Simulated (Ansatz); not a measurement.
# C₃H₇NO: up Jacob's ladder to CCSD(T)

How much do the methods differ for C₃H₇NO? The plan is to run it at one geometry with functionals of several rungs and with coupled cluster, and see how far each lands from CCSD(T) at the basis-set limit for the atomisation energy.

Computed with Ansatz 0.2.0, Gaussian basis. Level: functionals in def2-TZVPP, the program's frozen cores in correlated methods.

Plan: LDA (SPW92), PBE-D4, revPBE-D4, BLYP-D4, r2SCAN-D4, B97M-V, PBE0-D4, B3LYP-D4, r2SCANh-D4, r2SCAN0-D4, HSE06-D4, BHLYP-D4, CAM-B3LYP-D4, LC-ωPBE, ωB97X-V, ωB97M-V, B2PLYP, PBE-QIDH; CCSD(T)/def2-SVP; CCSD(T)/def2-TZVPP; MP2/def2-QZVPP; extrapolation to the limit; RPA on PBE.

### Step 1. The relaxed structure

An earlier PBE0-D4 in a triple-zeta def2 set relaxation fixed the geometry.

SMILES `CC1(N)CO1`, 12 atoms, charge 0, spin multiplicity 1.

Atoms are counted from 1 here; the program's logs count them from 0.

Bond lengths: C1–C2 1.499 Å, C1–H6 1.094 Å, C1–H7 1.091 Å, C1–H8 1.089 Å, C2–N3 1.413 Å, C2–C4 1.454 Å, C2–O5 1.440 Å, N3–H9 1.013 Å, N3–H10 1.011 Å, C4–O5 1.424 Å, C4–H11 1.088 Å, C4–H12 1.089 Å. Angles: C2–C1–H6 110.2°, C2–C1–H7 110.4°, C2–C1–H8 110.4°, H6–C1–H7 108.2°, H6–C1–H8 108.1°, H7–C1–H8 109.5°, C1–C2–N3 113.6°, C1–C2–C4 121.0°, C1–C2–O5 114.5°, N3–C2–C4 119.6°, N3–C2–O5 118.1°, C4–C2–O5 59.0°, C2–N3–H9 111.0°, C2–N3–H10 111.5°, H9–N3–H10 108.4°, C2–C4–O5 60.0°, C2–C4–H11 120.2°, C2–C4–H12 119.3° and more.

### Step 2. LDA

This LDA is Slater exchange with PW92 correlation.

in.yaml

```yaml
crystal:
  periodic: [false, false, false]
  atoms:
    - {symbol: C, position_ang: [-0.943810, 0.954178, -0.288557]}
    - {symbol: C, position_ang: [0.118303, -0.078179, -0.059422]}
    - {symbol: N, position_ang: [0.068178, -1.152992, -0.975587]}
    - {symbol: C, position_ang: [0.686774, -0.288259, 1.262794]}
    - {symbol: O, position_ang: [1.408375, 0.458637, 0.287850]}
    - {symbol: H, position_ang: [-0.848393, 1.378127, -1.292586]}
    - {symbol: H, position_ang: [-1.935234, 0.507118, -0.199759]}
    - {symbol: H, position_ang: [-0.845735, 1.765342, 0.431957]}
    - {symbol: H, position_ang: [0.111464, -0.818658, -1.930515]}
    - {symbol: H, position_ang: [0.830696, -1.800907, -0.829073]}
    - {symbol: H, position_ang: [0.316913, 0.280495, 2.113833]}
    - {symbol: H, position_ang: [1.109568, -1.260201, 1.513067]}
basis:
  gaussian: {orbitals: def2-TZVPP}
hamiltonian: {xc: lda}
output: {orbitals: {seedname: orbitals}}
```

Started as:

```sh
ansatz run in.yaml --threads 4 --pin off --events-out ev --progress --plain --max-ram 10444MiB
```

The runs that follow: PBE-D4 (GGA); revPBE-D4 (GGA); BLYP-D4 (GGA); r2SCAN-D4 (meta-GGA); B97M-V (meta-GGA); B3LYP-D4 (hybrid); r2SCANh-D4 (hybrid); r2SCAN0-D4 (hybrid); HSE06-D4 (hybrid); BHLYP-D4 (hybrid); CAM-B3LYP-D4 (range-separated); LC-ωPBE (range-separated); ωB97X-V (range-separated); ωB97M-V (range-separated); B2PLYP (double hybrid); PBE-QIDH (double hybrid); CCSD(T) in def2-SVP; CCSD(T) in def2-TZVPP; MP2 in def2-QZVPP; RPA on PBE orbitals.

Q: Predict the results of all the runs planned. Wanted: atomisation energy, CCSD(T)/CBS; farthest beyond LDA; mean size of error, GGA; mean size of error, meta-GGA; mean size of error, hybrid; mean size of error, range-separated; mean size of error, double hybrid; gap, smallest and largest; T1 diagnostic.

As calculated:

```
                               quantity                                                                         value
        atomisation energy, CCSD(T)/CBS                                                                 4705.6 kJ/mol
 functionals within 23.5 kJ/mol (0.5 %)  BLYP-D4, r2SCAN-D4, B97M-V, B3LYP-D4, r2SCANh-D4, LC-ωPBE, ωB97X-V, PBE-QIDH
                    farthest beyond LDA                                                      BHLYP-D4 (-163.1 kJ/mol)
                mean size of error, GGA                                                                   64.1 kJ/mol
           mean size of error, meta-GGA                                                                   11.8 kJ/mol
             mean size of error, hybrid                                                                   57.9 kJ/mol
    mean size of error, range-separated                                                                   25.4 kJ/mol
      mean size of error, double hybrid                                                                   29.8 kJ/mol
              gap, smallest and largest                                         5.73 eV (BLYP-D4), 13.09 eV (LC-ωPBE)
                          T1 diagnostic                                                                        0.0108
triples share of the correlation energy                                                                         4.0 %
```

What this shows: The LDA atomisation energy is off by 774.2 kJ/mol (16 %): it overbinds. PBE-D4 misses by +152.1 kJ/mol. Double hybrids carry the basis error of their MP2 part in triple zeta, and no dispersion term here, so their miss is partly the set-up's. Taken by rung, meta-GGA functionals do best (11.8 kJ/mol on average) and GGA ones worst beyond LDA (64.1 kJ/mol). hybrid functionals lie within the reference's doubt of that worst mean (57.9 kJ/mol), so those two tie. Misses under about 23.5 kJ/mol are within the doubt on the reference itself, which lacks core-valence correlation, relativity and higher excitations. Hartree-Fock recovers 70 % of the binding; the rest is correlation. CCSD(T) in def2-SVP is off by -235.9 kJ/mol, more than most functionals: a good method in a small basis is no reference. Orbital gaps span 5.7 to 13.1 eV; exact exchange widens them.
